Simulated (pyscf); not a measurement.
# Four-centre exchange: F–GeH₃ + NH₃ → H₂N–GeH₂–F + H₂

Gas phase, singlet surface, charge 0. Bonds broken: Ge1–H3, N6–H7. Bonds formed: Ge1–N6, H3–H7. Optimised with ωB97X-D3(BJ)/def2-SVP in PySCF.

Transition state (Å):

```xyz
9

Ge    -0.4422     0.3565    -0.3528
F      0.8345     1.5948    -0.3738
H     -1.8833    -0.8943     0.2271
H     -1.4953     1.0327    -1.2223
H      0.3665    -0.8794    -0.7286
N     -0.7917     0.5138     1.5743
H     -1.5780    -0.3504     1.1682
H     -0.0185     0.2362     2.1816
H     -1.1508     1.4193     1.8824
```

One imaginary mode, 1522i cm⁻¹; descent along it reached the two sides named, in the forms told below.

```json
[
 {"bond": "Ge1–H3", "change": "breaks", "reactant side (Å)": "1.527", "saddle": "1.994", "product side": "3.8"},
 {"bond": "N6–H7", "change": "breaks", "reactant side (Å)": "1.020", "saddle": "1.237", "product side": "2.7"},
 {"bond": "Ge1–N6", "change": "forms", "reactant side (Å)": "3.0", "saddle": "1.965", "product side": "1.812"},
 {"bond": "H3–H7", "change": "forms", "reactant side (Å)": "3.2", "saddle": "1.129", "product side": "0.762"}
]
```

Electronic energies relative to the separated reactants (eV):

```csv
level,barrier,reaction energy,reverse barrier
ωB97X-D3(BJ)/def2-TZVP,1.67,-0.09,1.76
PBE/def2-TZVP,1.49,-0.01,1.50
r²SCAN/def2-TZVP,1.54,-0.07,1.61
B3LYP-D3(BJ)/def2-TZVP,1.67,-0.04,1.71
PBE0-D3(BJ)/def2-TZVP,1.55,-0.02,1.57
M06-2X/def2-TZVP,1.61,-0.21,1.82
ωB97M-D3(BJ)/def2-TZVP,1.71,-0.02,1.73
HF/def2-TZVP,2.41,+0.07,2.34
```

With ωB97M-D3(BJ)/def2-TZVP energies and thermal terms (ideal gas, 1 atm, RRHO with modes under 100 cm⁻¹ raised to 100, one conformer, R ln 2 for chiral ones without a mode under 150 cm⁻¹), in eV:

```csv
T (K),ΔH‡,ΔG‡,ΔH,ΔG
298,1.61,2.05,-0.15,-0.09
600,1.63,2.48,-0.09,-0.06
900,1.66,2.90,-0.04,-0.05
1200,1.70,3.31,-0.01,-0.06
```

On the reactant side the descent ends in a complex (not fully relaxed), 0.22 eV under the separated species and 1.89 eV under the saddle at ωB97X-D3(BJ)/def2-TZVP. At the saddle there is also a short Ge–H contact that neither side keeps. The same reactants have a lower exit, to H₂N–GeH₃ + HF (barrier +0.80 eV at ωB97M-D3(BJ)/def2-TZVP, against +1.71 eV here). One saddle was located; it need not be the lowest between these sides. Elements up to Kr have no core potential and no relativistic terms here.
